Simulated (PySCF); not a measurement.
**Vibration and rotation of C₂⁺**

UHF-CCSD(T) constants of C₂⁺, ⁴Σg⁻ (quartet), unpaired electrons σ ↑, π ↑↑ (PySCF, no relativity, basis sets C pcseg-1; masses 12.0000 and 12.0000 u):

| Quantity | Value |
| --- | --- |
| ωe | 1382.2 cm⁻¹ |
| ωexe | 12.6 cm⁻¹ |
| Be | 1.4175 cm⁻¹ |
| αe | 0.0171 cm⁻¹ |
| D (centrifugal) | 5.96e-06 cm⁻¹ |
| De to C⁺ + C | 5.23 eV |

Question: Give the vibrational terms G(v) and spacings up to v = 6.

Answer: G(v) = ωe(v+½) − ωexe(v+½)².

| v | G(v) (cm⁻¹) | G(v) − G(v−1) | Bv (cm⁻¹) |
| --- | --- | --- | --- |
| 0 | 688 |  | 1.409 |
| 1 | 2045 | 1357 | 1.392 |
| 2 | 3377 | 1332 | 1.375 |
| 3 | 4683 | 1307 | 1.358 |
| 4 | 5965 | 1281 | 1.341 |
| 5 | 7221 | 1256 | 1.323 |
| 6 | 8452 | 1231 | 1.306 |

Question: How well does the Morse estimate ωe²/(4ωexe) reproduce De, and what is D0?

Answer: It gives 4.70 eV, 90 % of the computed De. D0 = De − G(0) = 5.23 − 0.09 = 5.14 eV.

Correlated steps freeze 2 core orbitals. Correlated levels converge slowly with the basis: in double zeta they bind strong bonds too weakly, by up to about 1 eV, and carry superposition errors of some tenths. The state was picked by a PBE0 search and need not be the measured ground state.
